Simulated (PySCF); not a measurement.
# norflurane (C₂H₂F₄): NMR shifts and spin-spin couplings

What NMR shifts and spin-spin couplings should norflurane (C₂H₂F₄) (`FCC(F)(F)F`) show?

The runs use PySCF 2.14.0, with density-fitted response routines of our own; the level of theory stands in each step. All values are computed, except where a source is named. Atoms count from 0, in the outputs and in this text.

**1. The starting structure**

8 atoms, charge 0, multiplicity 1; geometry from: GFN2-xTB.

Bonds of the start (Å): F0–C1 1.36, C1–C2 1.53, C2–F3 1.33, C2–F4 1.33, C2–F5 1.34, C1–H6 1.10, C1–H7 1.10.

**2. Nuclear shieldings: PBE0/pcSseg-1**

What the job is given:

```
{"job": {"kind": "nmr", "xc": "PBE0", "basis": "pcSseg-1"}, "charge": 0, "multiplicity": 1}
F      1.260688    -1.258495     0.012078
C      0.802673     0.019982     0.010256
C     -0.727633     0.031751    -0.014975
F     -1.264392    -0.567147     1.048058
F     -1.228410    -0.555179    -1.102007
F     -1.165252     1.300797    -0.014807
H      1.180779     0.522644    -0.886089
H      1.150603     0.515060     0.922921
```

Method: GIAO PBE0/pcSseg-1 NMR shielding, non-relativistic, gas phase.

The program printed:

```text
coarse grid: 7760 points
cycle   1  E = -476.0823095102  dE =  9.068e-01  |g| = 9.457e-01  |ddm| = 2.321e+00
cycle   2  E = -475.9152780131  dE =  1.670e-01  |g| = 1.444e+00  |ddm| = 1.081e+00
cycle   3  E = -476.2274811518  dE = -3.122e-01  |g| = 4.288e-02  |ddm| = 6.622e-01
cycle   4  E = -476.2276691138  dE = -1.880e-04  |g| = 2.792e-02  |ddm| = 3.444e-02
cycle   5  E = -476.2277975499  dE = -1.284e-04  |g| = 7.548e-03  |ddm| = 1.715e-02
cycle   6  E = -476.2278052319  dE = -7.682e-06  |g| = 1.880e-03  |ddm| = 4.096e-03
final grid: 79576 points
cycle   7  E = -476.2862587148  dE = -3.332e-05  |g| = 6.244e-03  |ddm| = 1.461e-02
cycle   8  E = -476.2862529311  dE =  5.784e-06  |g| = 8.960e-03  |ddm| = 7.799e-03
cycle   9  E = -476.2862659541  dE = -1.302e-05  |g| = 5.945e-04  |ddm| = 4.233e-03
cycle  10  E = -476.2862660145  dE = -6.035e-08  |g| = 1.448e-04  |ddm| = 4.919e-04
cycle  11  E = -476.2862660175  dE = -3.088e-09  |g| = 5.372e-05  |ddm| = 1.069e-04
cycle  12  E = -476.2862660179  dE = -3.806e-10  |g| = 1.353e-05  |ddm| = 3.241e-05
converged SCF energy = -476.2862660179

GIAO shielding tensors (ppm)
atom      isotropic    diamagn.    paramagn.     s11        s22        s33       span
  0 F      440.588     469.671     -29.082    415.664    426.677    479.424     63.761
  1 C      103.044     242.752    -139.708     80.436     84.001    144.695     64.259
  2 C       55.525     239.970    -184.445     51.060     53.326     62.189     11.128
  3 F      263.985     472.329    -208.344    181.076    266.086    344.794    163.718
  4 F      263.953     472.318    -208.365    181.035    266.018    344.805    163.770
  5 F      264.479     472.786    -208.306    179.957    268.687    344.794    164.837
  6 H       26.807      27.529      -0.721     23.158     27.125     30.139      6.981
  7 H       26.809      27.534      -0.725     23.158     27.130     30.140      6.982
```

Wall time 6.2 s (1 thread, shared host).

The references, computed at this level on geometries of the same kind, shield at (ppm): ¹H TMS 31.72, ¹³C TMS 186.9, ¹⁹F CFCl3 170.9. Their shielding less the atom's gives the shift. The references are single molecules in the gas phase, so shifts against H2O, NH3, PH3, H3PO4 or CFCl3 are not on the usual liquid scales and can be off by tens of ppm. Atoms listed in one row are averaged.

```csv
atoms,environment,σ (ppm),δ (ppm),δ scaled to CDCl3
C2,CF3 carbon,55.5,131.4,126.3
C1,sp3 CH2 bonded to F,103.0,83.9,80.0
"H6, H7",hydrogen on an sp3 CH2 bonded to F,26.81,4.91,4.73
"F3, F4, F5",fluorine of a CF3 group,264.1,-93.2,–
F0,fluorine on an sp3 carbon,440.6,-269.6,–
```

The scaled column applies a straight-line fit of computed shieldings to shifts measured in CDCl3, and one for carbons that bear F (root-mean-square error 0.16 ppm for H, 1.9 ppm for C).

The run also stored atomic charges by several schemes (e):

```csv
atoms,Mulliken,IAO,Hirshfeld,ESP fit
F0,-0.31,-0.30,-0.11,-0.16
C1,0.13,0.00,0.01,-0.14
C2,0.71,0.80,0.25,0.54
"F3, F4, F5",-0.26,-0.28,-0.09,-0.18
```

Mayer bond orders: F0–C1 0.93, C1–C2 0.99, C2–F3 1.02, C2–F4 1.02, C2–F5 0.99.

**3. J couplings: B3LYP/pcJ-1**

Settings changed since step 2:

```diff
@@ -1,2 +1,2 @@
-{"job": {"kind": "nmr", "xc": "PBE0", "basis": "pcSseg-1"}, "charge": 0, "multiplicity": 1}
+{"job": {"kind": "j", "xc": "B3LYP", "basis": "pcJ-1"}, "charge": 0, "multiplicity": 1}
 F      1.260688    -1.258495     0.012078
```

Level: B3LYP/pcJ-1 indirect spin-spin coupling, non-relativistic, gas phase.

The program printed:

```text
coarse grid: 7760 points
cycle   1  E = -476.5829073056  dE =  8.638e-01  |g| = 1.004e+00  |ddm| = 2.272e+00
cycle   2  E = -476.3474598037  dE =  2.354e-01  |g| = 1.648e+00  |ddm| = 1.176e+00
cycle   3  E = -476.7378914431  dE = -3.904e-01  |g| = 5.090e-02  |ddm| = 7.404e-01
cycle   4  E = -476.7380879036  dE = -1.965e-04  |g| = 3.861e-02  |ddm| = 4.299e-02
cycle   5  E = -476.7383366505  dE = -2.487e-04  |g| = 9.092e-03  |ddm| = 2.188e-02
cycle   6  E = -476.7383467757  dE = -1.013e-05  |g| = 2.597e-03  |ddm| = 4.995e-03
cycle   7  E = -476.7383478683  dE = -1.093e-06  |g| = 3.373e-04  |ddm| = 1.719e-03
final grid: 79576 points
cycle   8  E = -476.7907709650  dE = -1.765e-04  |g| = 6.494e-03  |ddm| = 1.191e-02
cycle   9  E = -476.7907640347  dE =  6.930e-06  |g| = 9.325e-03  |ddm| = 7.121e-03
cycle  10  E = -476.7907770151  dE = -1.298e-05  |g| = 5.660e-04  |ddm| = 4.220e-03
cycle  11  E = -476.7907770401  dE = -2.503e-08  |g| = 3.827e-04  |ddm| = 5.626e-04
cycle  12  E = -476.7907770660  dE = -2.585e-08  |g| = 3.728e-05  |ddm| = 2.494e-04
cycle  13  E = -476.7907770661  dE = -1.360e-10  |g| = 1.853e-05  |ddm| = 2.337e-05
converged SCF energy = -476.7907770661

Indirect spin-spin couplings (Hz)
  i      j    bonds     total        FC       PSO       DSO        SD
  0 F    1 C    1   -246.858  -291.919    23.561     0.823    20.676
  0 F    2 C    2     21.725    25.397    -4.916     0.300     0.944
  0 F    3 F    3    -18.056    -3.709   -13.289    -0.044    -1.014
  0 F    4 F    3    -18.047    -3.694   -13.266    -0.045    -1.041
  0 F    5 F    3    -31.487   -24.440   -22.208    -1.593    16.753
  0 F    6 H    2     52.078    46.095    10.493    -1.076    -3.434
  0 F    7 H    2     52.078    46.087    10.499    -1.078    -3.430
  1 C    2 C    1     72.651    72.198    -1.217     0.440     1.230
  1 C    3 F    2     31.987    32.059    -1.936     0.063     1.801
  1 C    4 F    2     32.049    32.120    -1.934     0.063     1.800
  1 C    5 F    2     51.530    54.911    -3.123     0.136    -0.395
  1 C    6 H    1    160.325   159.449    -0.553     1.201     0.228
  1 C    7 H    1    160.335   159.459    -0.553     1.201     0.228
  2 C    3 F    1   -355.761  -327.900   -37.740     1.429     8.450
  2 C    4 F    1   -355.809  -327.953   -37.738     1.429     8.453
  2 C    5 F    1   -338.673  -316.631   -33.452     1.406    10.004
  2 C    6 H    2     -1.837    -1.993    -0.266     0.356     0.066
  2 C    7 H    2     -1.840    -1.996    -0.267     0.356     0.066
  3 F    4 F    2     44.400    43.383   -46.036    -0.397    47.450
  3 F    5 F    2     85.275    47.016   -14.805    -0.417    53.482
  3 F    6 H    3     23.882    24.090     1.980    -2.177    -0.010
  3 F    7 H    3      1.226     0.509     0.960     0.074    -0.317
  4 F    5 F    2     85.067    46.668   -14.650    -0.419    53.467
  4 F    6 H    3      1.259     0.544     0.955     0.078    -0.319
  4 F    7 H    3     23.940    24.148     1.980    -2.177    -0.011
  5 F    6 H    3     -2.173    -2.217     0.556     0.119    -0.631
  5 F    7 H    3     -2.150    -2.191     0.551     0.124    -0.634
  6 H    7 H    2    -10.329   -10.746     2.091    -1.971     0.297
```

It took 20 s on 1 thread, shared host.

Couplings of 1 Hz or more, nine at most for each number of bonds, with means over like pairs (isotopes 13C, 19F, 1H):

```csv
pair,bonds,J (Hz),Fermi contact (Hz)
C2–F3,1,-350.1,-324.2
F0–C1,1,-246.9,-291.9
C1–H6,1,160.3,159.5
C1–C2,1,72.7,72.2
F3–F4,2,71.6,45.7
F0–H6,2,52.1,46.1
C1–F3,2,38.5,39.7
F0–C2,2,21.7,25.4
H6–H7,2,-10.3,-10.7
C2–H6,2,-1.8,-2.0
F0–F3,3,-22.5,-10.6
F3–H6,3,7.7,7.5
```

Shifts (PBE0/pcSseg-1, unscaled) and these couplings together give the proton spectrum at 500 MHz below.

¹H NMR δ 4.91 (dq, J = 52.1, 7.7 Hz, 2H). The letters are first-order; like nuclei with unlike couplings give more lines.

**4. Results**

| quantity | value |
| --- | --- |
| ¹³C shifts against TMS (PBE0/pcSseg-1) | 131.4, 83.9 ppm |
| ¹H shifts against TMS (PBE0/pcSseg-1, means over atoms taken as alike) | 4.91 ppm |
| ¹⁹F shifts against CFCl3 (PBE0/pcSseg-1, means over atoms taken as alike) | -93.2, -269.6 ppm |
| largest coupling of the table (B3LYP/pcJ-1) | ¹J(C,F) C2–F3, -350.1 Hz |

**Reading.** At PBE0/pcSseg-1: Shielding is most anisotropic at F3, F4, F5 (span 164 ppm, paramagnetic term -208 ppm). Of the pairs tabulated at B3LYP/pcJ-1, C2–F3 (mean over like pairs) couples most strongly (-350.1 Hz; Fermi contact -324.2 Hz). Density functionals describe couplings to fluorine poorly, F–F couplings above all, so those rows are rough.
